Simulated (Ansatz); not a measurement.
C$_{7}$H$_{16}$ (`CCCCCCC`) from Hartree–Fock to CCSD(T)

Z-matrix (Å, degrees):
```
C
C 1 1.520
H 1 1.092 2 111.2
H 1 1.092 2 111.9 3 120.1
H 1 1.094 2 111.0 3 -119.8
C 2 1.523 1 114.1 3 176.7
H 2 1.095 1 109.0 3 54.8
H 2 1.097 1 109.5 3 -60.7
C 6 1.520 2 114.5 1 64.8
H 6 1.098 2 109.2 1 -58.0
H 6 1.096 2 109.0 1 -173.3
C 9 1.519 6 113.1 2 177.1
H 9 1.096 6 110.0 2 -60.8
H 9 1.098 6 109.2 2 55.1
C 12 1.520 9 113.5 6 -179.9
H 12 1.098 9 109.3 6 57.9
H 12 1.098 9 109.4 6 -57.6
C 15 1.519 12 113.1 9 180.0
H 15 1.096 12 109.2 9 -57.7
H 15 1.096 12 109.1 9 57.7
H 18 1.094 15 111.1 12 -59.7
H 18 1.094 15 111.1 12 59.8
H 18 1.092 15 111.7 12 -179.9
```

The species carries charge 0 and has multiplicity 1. The structure was optimised at the PBE0-D4/def2-TZVP level. It is one conformer, not always the lowest. Frozen core, restricted reference, Ansatz 0.2.0. CBS rows extrapolate triple and quadruple zeta; past MP2 they add the triple-zeta difference.

```json
{"basis": "def2-SVP", "HF (Eh)": "-274.20858", "MP2 corr.": "-1.01800", "CCSD corr.": "-1.11695", "(T)": "-0.03287", "CCSD(T) total": "-275.35840"}
{"basis": "def2-TZVPP", "HF (Eh)": "-274.50344", "MP2 corr.": "-1.23940", "CCSD corr.": "-1.32152", "(T)": "-0.05102", "CCSD(T) total": "-275.87598"}
{"basis": "def2-QZVPP", "HF (Eh)": "-274.51658", "MP2 corr.": "-1.31580", "CCSD corr.": "–", "(T)": "–", "CCSD(T) total": "–"}
{"basis": "CBS(def2)", "HF (Eh)": "-274.51839", "MP2 corr.": "-1.37239", "CCSD corr.": "-1.45451", "(T)": "as TZ", "CCSD(T) total": "-276.02392"}
```
